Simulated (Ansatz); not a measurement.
Geometry optimisation, RKS B3LYP/def2-SVP (Ansatz 0.2.0).

Input:

```yaml
crystal:
  periodic: [false, false, false]
  atoms:
    - { symbol: B, position_ang: [-0.045969, -0.158217, -0.115945] }
    - { symbol: H, position_ang: [-0.041242, -0.475597, 1.040424] }
    - { symbol: H, position_ang: [0.973404, 0.066603, -0.713718] }
    - { symbol: "N", position_ang: [-1.259841, -0.176119, -0.808591] }
    - { symbol: H, position_ang: [-2.140892, -0.445322, -0.384757] }
    - { symbol: H, position_ang: [-1.335208, 0.051416, -1.794481] }
    - { symbol: O, position_ang: [-0.248208, 2.145783, 1.107128] }
    - { symbol: H, position_ang: [-1.045926, 2.076004, 0.565134] }
    - { symbol: H, position_ang: [-0.250419, 1.291749, 1.596205] }
basis:
  gaussian: { orbitals: def2-SVP }
hamiltonian:
  xc: b3lyp
relax:
  f_tol: 0.03
  max_steps: 50
output:
  orbitals: {}
```

Launched with:

```bash
$ ansatz run input.yaml --threads 1 --pin off --max-ram 2048MiB --backend cpu --events-out ev --progress --plain --runs-dir out
```

**Question.** Where does it end, and by what steps?

**Answer.** It converged. After 11 steps the energy has fallen by 0.078 eV; H9 moved furthest, 0.63 Å.

| step | energy less start (eV) | largest force component (eV/Å) | accepted |
| --- | --- | --- | --- |
| 0 | 0.0000 | 0.768 | yes |
| 1 | -0.0534 | 0.338 | yes |
| 2 | -0.0445 | 0.884 | no |
| 3 | -0.0601 | 0.298 | yes |
| 4 | -0.0655 | 0.150 | yes |
| 5 | -0.0706 | 0.062 | yes |
| 6 | -0.0538 | 1.022 | no |
| 7 | -0.0741 | 0.102 | yes |
| 8 | -0.0761 | 0.104 | yes |
| 9 | -0.0761 | 0.182 | yes |
| 10 | -0.0771 | 0.081 | yes |
| 11 | -0.0778 | 0.019 | yes |

```xyz
9
Properties=species:S:1:pos:R:3
B -0.006 -0.353 -0.194
H 0.035 -0.869 0.897
H 0.990 -0.042 -0.791
N -1.253 -0.137 -0.786
H -2.128 -0.441 -0.373
H -1.362 0.245 -1.720
O -0.353 2.327 1.069
H -0.936 1.813 0.491
H -0.382 1.833 1.900
```

Whether the end is a true minimum wasn't checked by a vibrational analysis.

Run time: 28 s on 1 thread of Arm Neoverse V2, with other jobs on the host, peak memory 0.14 GiB.
